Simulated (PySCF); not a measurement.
# BH₄F, a complex of two parts: interaction energy, part 2 of 3

PySCF 2.14.0. Atoms count from 0, parts from 1. The steps go on from the part before.

## 5. Coupled-cluster interaction energy: CCSD(T) and MP2, 2.72 Å

Job settings and geometry (Å):

```
{"job": {"kind": "intercc", "basis": "aug-cc-pVDZ", "basis_mid": "aug-cc-pVTZ", "basis_large": "aug-cc-pVQZ"}, "charge": 0, "multiplicity": 1, "parts": [{"atoms": "0-3", "charge": 0, "multiplicity": 1}, {"atoms": "4-5", "charge": 0, "multiplicity": 1}]}
B     -0.118513     0.058197     0.082853
H     -0.493058     1.136150    -0.272042
H     -0.836136    -0.885304    -0.025567
H      0.981313    -0.079847     0.529967
F      0.325665     2.153817     2.502812
H      0.732817     2.088504     1.676069
```

With the program's defaults for keys left out, this is: CCSD(T)/aug-cc-pVDZ and MP2/aug-cc-pVTZ, aug-cc-pVQZ counterpoise interaction energy, frozen core, gas phase.

Standard output:

```text
part 1, own basis, geometry of the cluster: E = -26.4002376631 (as before)

part 2, own basis, geometry of the cluster: E = -100.0607161899 (as before)

part 1, own basis, relaxed alone: E = -26.4002571680 (as before)

part 2, own basis, relaxed alone: E = -100.0608781877 (as before)

cluster
final grid: 4656 points
cycle   1  E = -126.4616451431  dE = -8.864e-04  |g| = 8.839e-03  |ddm| = 1.708e-01
cycle   2  E = -126.4616917796  dE = -4.664e-05  |g| = 2.838e-03  |ddm| = 3.093e-02
cycle   3  E = -126.4616966402  dE = -4.861e-06  |g| = 1.302e-03  |ddm| = 1.110e-02
cycle   4  E = -126.4616970683  dE = -4.281e-07  |g| = 2.991e-04  |ddm| = 2.251e-03
cycle   5  E = -126.4616971287  dE = -6.042e-08  |g| = 6.599e-05  |ddm| = 9.945e-04
cycle   6  E = -126.4616971330  dE = -4.267e-09  |g| = 2.006e-05  |ddm| = 2.674e-04
cycle   7  E = -126.4616971335  dE = -5.248e-10  |g| = 5.700e-06  |ddm| = 8.894e-05
converged SCF energy = -126.4616971335

part 1 in the basis of the cluster
final grid: 4656 points
cycle   1  E = -26.4002456139  dE = -8.053e-06  |g| = 5.391e-04  |ddm| = 7.616e-02
cycle   2  E = -26.4002457068  dE = -9.284e-08  |g| = 6.607e-05  |ddm| = 9.523e-03
cycle   3  E = -26.4002457086  dE = -1.853e-09  |g| = 4.398e-06  |ddm| = 1.488e-03
cycle   4  E = -26.4002457086  dE = -1.397e-11  |g| = 7.902e-07  |ddm| = 7.838e-05
converged SCF energy = -26.4002457086

part 2 in the basis of the cluster
final grid: 4656 points
cycle   1  E = -100.0607929920  dE = -7.670e-05  |g| = 1.847e-03  |ddm| = 1.417e-01
cycle   2  E = -100.0607940607  dE = -1.069e-06  |g| = 2.468e-04  |ddm| = 1.605e-02
cycle   3  E = -100.0607940851  dE = -2.440e-08  |g| = 2.207e-05  |ddm| = 2.663e-03
cycle   4  E = -100.0607940853  dE = -2.072e-10  |g| = 8.394e-06  |ddm| = 1.719e-04
converged SCF energy = -100.0607940853

Interaction energy (kcal/mol)
  counterpoise       -1.214
  uncorrected        -1.430
  dispersion part     0.000
  deformation         0.014
  binding            -1.200

Decomposition of the uncorrected value (kcal/mol)
  electrostatic      -1.340
  Pauli               1.463
  orbital            -0.589
  dispersion          0.000
  correlation        -0.964

Charge of each part in the cluster: 0.002 -0.002
part 1, own basis, geometry of the cluster: E = -26.4020541833 (as before)

part 2, own basis, geometry of the cluster: E = -100.0681745043 (as before)

part 1, own basis, relaxed alone: E = -26.4020738866 (as before)

part 2, own basis, relaxed alone: E = -100.0683486214 (as before)

cluster
final grid: 4656 points
cycle   1  E = -126.4708760347  dE = -8.092e-04  |g| = 8.598e-03  |ddm| = 2.301e-01
cycle   2  E = -126.4709202557  dE = -4.422e-05  |g| = 2.806e-03  |ddm| = 2.817e-02
cycle   3  E = -126.4709250095  dE = -4.754e-06  |g| = 1.284e-03  |ddm| = 8.555e-03
cycle   4  E = -126.4709254329  dE = -4.234e-07  |g| = 3.005e-04  |ddm| = 2.078e-03
cycle   5  E = -126.4709254909  dE = -5.796e-08  |g| = 6.781e-05  |ddm| = 1.037e-03
cycle   6  E = -126.4709254953  dE = -4.404e-09  |g| = 2.047e-05  |ddm| = 2.387e-04
cycle   7  E = -126.4709254958  dE = -5.403e-10  |g| = 5.800e-06  |ddm| = 9.134e-05
converged SCF energy = -126.4709254958

part 1 in the basis of the cluster
final grid: 4656 points
cycle   1  E = -26.4020565110  dE = -2.447e-06  |g| = 2.654e-04  |ddm| = 8.409e-02
cycle   2  E = -26.4020565294  dE = -1.837e-08  |g| = 2.611e-05  |ddm| = 8.353e-03
cycle   3  E = -26.4020565296  dE = -2.492e-10  |g| = 1.581e-06  |ddm| = 1.009e-03
converged SCF energy = -26.4020565296

part 2 in the basis of the cluster
final grid: 4656 points
cycle   1  E = -100.0682139793  dE = -3.947e-05  |g| = 1.214e-03  |ddm| = 1.842e-01
cycle   2  E = -100.0682144008  dE = -4.215e-07  |g| = 1.439e-04  |ddm| = 2.158e-02
cycle   3  E = -100.0682144086  dE = -7.817e-09  |g| = 1.388e-05  |ddm| = 3.361e-03
cycle   4  E = -100.0682144087  dE = -6.293e-11  |g| = 6.717e-06  |ddm| = 1.738e-04
converged SCF energy = -100.0682144087

Interaction energy (kcal/mol)
  counterpoise       -1.264
  uncorrected        -1.363
  dispersion part     0.000
  deformation         0.027
  binding            -1.237

Decomposition of the uncorrected value (kcal/mol)
  electrostatic      -1.340
  Pauli               1.442
  orbital            -0.539
  dispersion          0.000
  correlation        -0.926

Charge of each part in the cluster: 0.002 -0.002
part 1 in the basis of the cluster: E(HF) = -26.391368291  E2 = -0.095515106  E(CCSD corr) = -0.119620889  (T) = -0.001783468
part 2 in the basis of the cluster: E(HF) = -100.033329316  E2 = -0.223003459  E(CCSD corr) = -0.226677728  (T) = -0.004249001
cluster: E(HF) = -126.425264506  E2 = -0.319499265  E(CCSD corr) = -0.347207451  (T) = -0.006197029

Counterpoise interaction energy (kcal/mol)
  hf_small                  -0.356
  mp2_small                 -0.971
  ccsd_small                -0.926
  ccsdt_small               -1.029
  hf_large                  -0.411
  mp2_large                 -1.264
  hf_middle                 -0.412
  mp2_middle                -1.214
  scs_mp2_large             -1.040
  mp2_limit                 -1.301
  ccsdt_less_mp2            -0.058
  ccsdt_limit_estimate      -1.359
  bsse_mp2_large             0.100
```

It took 14 s on 1 thread of AMD EPYC 9R45, shared host; peak memory 0.59 GiB.

Contacts at this geometry (a selection, picked against the atoms' radii; other short pairs can be missing):

```
  atoms  distance (Å)  kind (by distance and angle)  angle (°)
B0···H5          2.72  inside the van der Waals sum          –
```

```
                 method  interaction energy (kcal/mol)  from CCSD(T), limit estimate (kcal/mol)
         HF/aug-cc-pVDZ                          -0.36                                    +1.00
        MP2/aug-cc-pVDZ                          -0.97                                    +0.39
       CCSD/aug-cc-pVDZ                          -0.93                                    +0.43
    CCSD(T)/aug-cc-pVDZ                          -1.03                                    +0.33
         HF/aug-cc-pVQZ                          -0.41                                    +0.95
        MP2/aug-cc-pVQZ                          -1.26                                    +0.10
    SCS-MP2/aug-cc-pVQZ                          -1.04                                    +0.32
      MP2, extrapolated                          -1.30                                    +0.06
CCSD(T), limit estimate                          -1.36                                        0
```

## 6. Coupled-cluster interaction energy: CCSD(T) and MP2, 2.35 Å

Settings changed since step 5:

```diff
@@ -5,3 +5,3 @@
 H      0.981313    -0.079847     0.529967
-F      0.325665     2.153817     2.502812
-H      0.732817     2.088504     1.676069
+F      0.209574     1.876957     2.285555
+H      0.616726     1.811644     1.458812
```

With the program's defaults for keys left out, this is: CCSD(T)/aug-cc-pVDZ and MP2/aug-cc-pVTZ, aug-cc-pVQZ counterpoise interaction energy, frozen core, gas phase.

Standard output:

```text
part 1, own basis, geometry of the cluster: E = -26.4002376631 (as before)

part 2, own basis, geometry of the cluster: E = -100.0607161899 (as before)

part 1, own basis, relaxed alone: E = -26.4002571680 (as before)

part 2, own basis, relaxed alone: E = -100.0608781877 (as before)

cluster
final grid: 4656 points
cycle   1  E = -126.4597092341  dE = -2.312e-03  |g| = 1.573e-02  |ddm| = 2.707e-01
cycle   2  E = -126.4598378452  dE = -1.286e-04  |g| = 5.825e-03  |ddm| = 3.891e-02
cycle   3  E = -126.4598516219  dE = -1.378e-05  |g| = 2.945e-03  |ddm| = 1.379e-02
cycle   4  E = -126.4598541420  dE = -2.520e-06  |g| = 5.242e-04  |ddm| = 5.888e-03
cycle   5  E = -126.4598543155  dE = -1.735e-07  |g| = 1.058e-04  |ddm| = 1.910e-03
cycle   6  E = -126.4598543230  dE = -7.489e-09  |g| = 2.646e-05  |ddm| = 3.696e-04
cycle   7  E = -126.4598543237  dE = -6.767e-10  |g| = 7.267e-06  |ddm| = 1.217e-04
converged SCF energy = -126.4598543237

part 1 in the basis of the cluster
final grid: 4656 points
cycle   1  E = -26.4002503838  dE = -1.283e-05  |g| = 6.508e-04  |ddm| = 9.556e-02
cycle   2  E = -26.4002505056  dE = -1.217e-07  |g| = 7.143e-05  |ddm| = 1.152e-02
cycle   3  E = -26.4002505077  dE = -2.111e-09  |g| = 4.900e-06  |ddm| = 1.717e-03
cycle   4  E = -26.4002505077  dE = -1.579e-11  |g| = 6.540e-07  |ddm| = 1.069e-04
converged SCF energy = -26.4002505077

part 2 in the basis of the cluster
final grid: 4656 points
cycle   1  E = -100.0608225618  dE = -1.062e-04  |g| = 2.203e-03  |ddm| = 2.154e-01
cycle   2  E = -100.0608239832  dE = -1.421e-06  |g| = 2.873e-04  |ddm| = 2.423e-02
cycle   3  E = -100.0608240143  dE = -3.118e-08  |g| = 2.670e-05  |ddm| = 3.686e-03
cycle   4  E = -100.0608240146  dE = -2.969e-10  |g| = 1.112e-05  |ddm| = 1.921e-04
converged SCF energy = -100.0608240146

Interaction energy (kcal/mol)
  counterpoise       -0.856
  uncorrected        -1.178
  dispersion part     0.000
  deformation         0.014
  binding            -0.842

Decomposition of the uncorrected value (kcal/mol)
  electrostatic      -2.710
  Pauli               4.941
  orbital            -1.542
  dispersion          0.000
  correlation        -1.868

Charge of each part in the cluster: 0.003 -0.003
part 1, own basis, geometry of the cluster: E = -26.4020541833 (as before)

part 2, own basis, geometry of the cluster: E = -100.0681745043 (as before)

part 1, own basis, relaxed alone: E = -26.4020738866 (as before)

part 2, own basis, relaxed alone: E = -100.0683486214 (as before)

cluster
final grid: 4656 points
cycle   1  E = -126.4689322437  dE = -2.176e-03  |g| = 1.562e-02  |ddm| = 3.480e-01
cycle   2  E = -126.4690564429  dE = -1.242e-04  |g| = 5.874e-03  |ddm| = 4.020e-02
cycle   3  E = -126.4690700346  dE = -1.359e-05  |g| = 2.949e-03  |ddm| = 1.144e-02
cycle   4  E = -126.4690726252  dE = -2.591e-06  |g| = 5.304e-04  |ddm| = 5.038e-03
cycle   5  E = -126.4690727972  dE = -1.719e-07  |g| = 1.101e-04  |ddm| = 1.733e-03
cycle   6  E = -126.4690728051  dE = -7.934e-09  |g| = 2.717e-05  |ddm| = 3.333e-04
cycle   7  E = -126.4690728058  dE = -7.015e-10  |g| = 7.391e-06  |ddm| = 1.103e-04
converged SCF energy = -126.4690728058

part 1 in the basis of the cluster
final grid: 4656 points
cycle   1  E = -26.4020573577  dE = -3.301e-06  |g| = 3.181e-04  |ddm| = 9.518e-02
cycle   2  E = -26.4020573822  dE = -2.447e-08  |g| = 3.126e-05  |ddm| = 9.308e-03
cycle   3  E = -26.4020573825  dE = -3.294e-10  |g| = 1.823e-06  |ddm| = 1.134e-03
converged SCF energy = -26.4020573825

part 2 in the basis of the cluster
final grid: 4656 points
cycle   1  E = -100.0682352721  dE = -6.072e-05  |g| = 1.553e-03  |ddm| = 2.574e-01
cycle   2  E = -100.0682359140  dE = -6.419e-07  |g| = 1.810e-04  |ddm| = 2.707e-02
cycle   3  E = -100.0682359253  dE = -1.139e-08  |g| = 1.843e-05  |ddm| = 4.044e-03
cycle   4  E = -100.0682359254  dE = -9.243e-11  |g| = 9.201e-06  |ddm| = 2.391e-04
converged SCF energy = -100.0682359254

Interaction energy (kcal/mol)
  counterpoise       -0.969
  uncorrected        -1.131
  dispersion part     0.000
  deformation         0.027
  binding            -0.942

Decomposition of the uncorrected value (kcal/mol)
  electrostatic      -2.736
  Pauli               4.915
  orbital            -1.454
  dispersion          0.000
  correlation        -1.856

Charge of each part in the cluster: 0.003 -0.003
part 1 in the basis of the cluster: E(HF) = -26.391404117  E2 = -0.095613475  E(CCSD corr) = -0.119703160  (T) = -0.001791608
part 2 in the basis of the cluster: E(HF) = -100.033441203  E2 = -0.223113033  E(CCSD corr) = -0.226789513  (T) = -0.004274602
cluster: E(HF) = -126.423528748  E2 = -0.320676533  E(CCSD corr) = -0.348239293  (T) = -0.006387010

Counterpoise interaction energy (kcal/mol)
  hf_small                   0.826
  mp2_small                 -0.398
  ccsd_small                -0.270
  ccsdt_small               -0.471
  hf_large                   0.766
  mp2_large                 -0.969
  hf_middle                  0.766
  mp2_middle                -0.856
  scs_mp2_large             -0.529
  mp2_limit                 -1.052
  ccsdt_less_mp2            -0.074
  ccsdt_limit_estimate      -1.126
  bsse_mp2_large             0.162
```

Run time: 13 s. Hardware: 1 thread of AMD EPYC 9R45, shared host; peak memory 0.59 GiB.

Contacts at this geometry (a selection, picked against the atoms' radii; other short pairs can be missing):

```
  atoms  distance (Å)  kind (by distance and angle)  angle (°)
B0···H5          2.35  inside the van der Waals sum          –
```

Differences are taken before rounding.

```
                 method  interaction energy (kcal/mol)  from CCSD(T), limit estimate (kcal/mol)
         HF/aug-cc-pVDZ                           0.83                                    +1.95
        MP2/aug-cc-pVDZ                          -0.40                                    +0.73
       CCSD/aug-cc-pVDZ                          -0.27                                    +0.86
    CCSD(T)/aug-cc-pVDZ                          -0.47                                    +0.65
         HF/aug-cc-pVQZ                           0.77                                    +1.89
        MP2/aug-cc-pVQZ                          -0.97                                    +0.16
    SCS-MP2/aug-cc-pVQZ                          -0.53                                    +0.60
      MP2, extrapolated                          -1.05                                    +0.07
CCSD(T), limit estimate                          -1.13                                        0
```

## 7. Coupled-cluster interaction energy: CCSD(T) and MP2, 3.09 Å

Settings changed since step 6:

```diff
@@ -5,3 +5,3 @@
 H      0.981313    -0.079847     0.529967
-F      0.209574     1.876957     2.285555
-H      0.616726     1.811644     1.458812
+F      0.441755     2.430678     2.720068
+H      0.848907     2.365364     1.893326
```

Method: CCSD(T)/aug-cc-pVDZ and MP2/aug-cc-pVTZ, aug-cc-pVQZ counterpoise interaction energy, frozen core, gas phase.

Standard output:

```text
part 1, own basis, geometry of the cluster: E = -26.4002376631 (as before)

part 2, own basis, geometry of the cluster: E = -100.0607161899 (as before)

part 1, own basis, relaxed alone: E = -26.4002571680 (as before)

part 2, own basis, relaxed alone: E = -100.0608781877 (as before)

cluster
final grid: 4656 points
cycle   1  E = -126.4618678313  dE = -3.781e-04  |g| = 5.512e-03  |ddm| = 1.610e-01
cycle   2  E = -126.4618871980  dE = -1.937e-05  |g| = 1.633e-03  |ddm| = 2.845e-02
cycle   3  E = -126.4618892458  dE = -2.048e-06  |g| = 4.549e-04  |ddm| = 8.734e-03
cycle   4  E = -126.4618893244  dE = -7.862e-08  |g| = 1.919e-04  |ddm| = 9.487e-04
cycle   5  E = -126.4618893439  dE = -1.948e-08  |g| = 4.438e-05  |ddm| = 5.698e-04
cycle   6  E = -126.4618893462  dE = -2.311e-09  |g| = 1.354e-05  |ddm| = 1.972e-04
cycle   7  E = -126.4618893464  dE = -2.614e-10  |g| = 3.603e-06  |ddm| = 6.292e-05
converged SCF energy = -126.4618893464

part 1 in the basis of the cluster
final grid: 4656 points
cycle   1  E = -26.4002444098  dE = -6.844e-06  |g| = 4.810e-04  |ddm| = 6.832e-02
cycle   2  E = -26.4002444863  dE = -7.651e-08  |g| = 5.651e-05  |ddm| = 7.760e-03
cycle   3  E = -26.4002444877  dE = -1.371e-09  |g| = 3.768e-06  |ddm| = 1.125e-03
cycle   4  E = -26.4002444877  dE = -1.060e-11  |g| = 7.200e-07  |ddm| = 5.844e-05
converged SCF energy = -26.4002444877

part 2 in the basis of the cluster
final grid: 4656 points
cycle   1  E = -100.0607716636  dE = -5.540e-05  |g| = 1.554e-03  |ddm| = 1.246e-01
cycle   2  E = -100.0607724636  dE = -8.000e-07  |g| = 2.106e-04  |ddm| = 1.723e-02
cycle   3  E = -100.0607724820  dE = -1.843e-08  |g| = 1.833e-05  |ddm| = 2.994e-03
cycle   4  E = -100.0607724822  dE = -1.440e-10  |g| = 6.766e-06  |ddm| = 1.646e-04
converged SCF energy = -100.0607724822

Interaction energy (kcal/mol)
  counterpoise       -0.955
  uncorrected        -1.105
  dispersion part     0.000
  deformation         0.014
  binding            -0.941

Decomposition of the uncorrected value (kcal/mol)
  electrostatic      -0.752
  Pauli               0.416
  orbital            -0.251
  dispersion          0.000
  correlation        -0.518

Charge of each part in the cluster: 0.001 -0.001
part 1, own basis, geometry of the cluster: E = -26.4020541833 (as before)

part 2, own basis, geometry of the cluster: E = -100.0681745043 (as before)

part 1, own basis, relaxed alone: E = -26.4020738866 (as before)

part 2, own basis, relaxed alone: E = -100.0683486214 (as before)

cluster
final grid: 4656 points
cycle   1  E = -126.4711085481  dE = -3.367e-04  |g| = 5.327e-03  |ddm| = 2.066e-01
cycle   2  E = -126.4711269520  dE = -1.840e-05  |g| = 1.614e-03  |ddm| = 2.356e-02
cycle   3  E = -126.4711289728  dE = -2.021e-06  |g| = 4.250e-04  |ddm| = 6.877e-03
cycle   4  E = -126.4711290469  dE = -7.406e-08  |g| = 1.904e-04  |ddm| = 1.011e-03
cycle   5  E = -126.4711290643  dE = -1.738e-08  |g| = 4.541e-05  |ddm| = 5.065e-04
cycle   6  E = -126.4711290666  dE = -2.336e-09  |g| = 1.391e-05  |ddm| = 1.793e-04
cycle   7  E = -126.4711290669  dE = -2.737e-10  |g| = 3.664e-06  |ddm| = 6.579e-05
converged SCF energy = -126.4711290669

part 1 in the basis of the cluster
final grid: 4656 points
cycle   1  E = -26.4020557412  dE = -1.665e-06  |g| = 2.089e-04  |ddm| = 6.899e-02
cycle   2  E = -26.4020557540  dE = -1.275e-08  |g| = 2.096e-05  |ddm| = 6.643e-03
cycle   3  E = -26.4020557542  dE = -1.728e-10  |g| = 1.264e-06  |ddm| = 7.800e-04
converged SCF energy = -26.4020557542

part 2 in the basis of the cluster
final grid: 4656 points
cycle   1  E = -100.0682007079  dE = -2.621e-05  |g| = 1.004e-03  |ddm| = 1.901e-01
cycle   2  E = -100.0682010240  dE = -3.161e-07  |g| = 1.257e-04  |ddm| = 2.047e-02
cycle   3  E = -100.0682010303  dE = -6.286e-09  |g| = 1.060e-05  |ddm| = 2.793e-03
cycle   4  E = -100.0682010303  dE = -4.279e-11  |g| = 4.612e-06  |ddm| = 8.700e-05
converged SCF energy = -100.0682010303

Interaction energy (kcal/mol)
  counterpoise       -0.977
  uncorrected        -1.039
  dispersion part     0.000
  deformation         0.027
  binding            -0.950

Decomposition of the uncorrected value (kcal/mol)
  electrostatic      -0.751
  Pauli               0.410
  orbital            -0.224
  dispersion          0.000
  correlation        -0.474

Charge of each part in the cluster: 0.001 -0.001
part 1 in the basis of the cluster: E(HF) = -26.391339812  E2 = -0.095449134  E(CCSD corr) = -0.119566229  (T) = -0.001778105
part 2 in the basis of the cluster: E(HF) = -100.033258043  E2 = -0.222928995  E(CCSD corr) = -0.226599923  (T) = -0.004229604
cluster: E(HF) = -126.425425105  E2 = -0.318892858  E(CCSD corr) = -0.346651460  (T) = -0.006094727

Counterpoise interaction energy (kcal/mol)
  hf_small                  -0.519
  mp2_small                 -0.842
  ccsd_small                -0.824
  ccsdt_small               -0.878
  hf_large                  -0.547
  mp2_large                 -0.977
  hf_middle                 -0.547
  mp2_middle                -0.955
  scs_mp2_large             -0.859
  mp2_limit                 -0.994
  ccsdt_less_mp2            -0.036
  ccsdt_limit_estimate      -1.030
  bsse_mp2_large             0.062
```

Wall time 13 s (1 thread of AMD EPYC 9R45, shared host); peak memory 0.59 GiB.

Contacts at this geometry (a selection, picked against the atoms' radii; other short pairs can be missing):

```
  atoms  distance (Å)  kind (by distance and angle)  angle (°)
B0···H5          3.09     at van der Waals distance          –
```

```
                 method  interaction energy (kcal/mol)  from CCSD(T), limit estimate (kcal/mol)
         HF/aug-cc-pVDZ                          -0.52                                    +0.51
        MP2/aug-cc-pVDZ                          -0.84                                    +0.19
       CCSD/aug-cc-pVDZ                          -0.82                                    +0.21
    CCSD(T)/aug-cc-pVDZ                          -0.88                                    +0.15
         HF/aug-cc-pVQZ                          -0.55                                    +0.48
        MP2/aug-cc-pVQZ                          -0.98                                    +0.05
    SCS-MP2/aug-cc-pVQZ                          -0.86                                    +0.17
      MP2, extrapolated                          -0.99                                    +0.04
CCSD(T), limit estimate                          -1.03                                        0
```

(Part 2 of 3 ends here.)
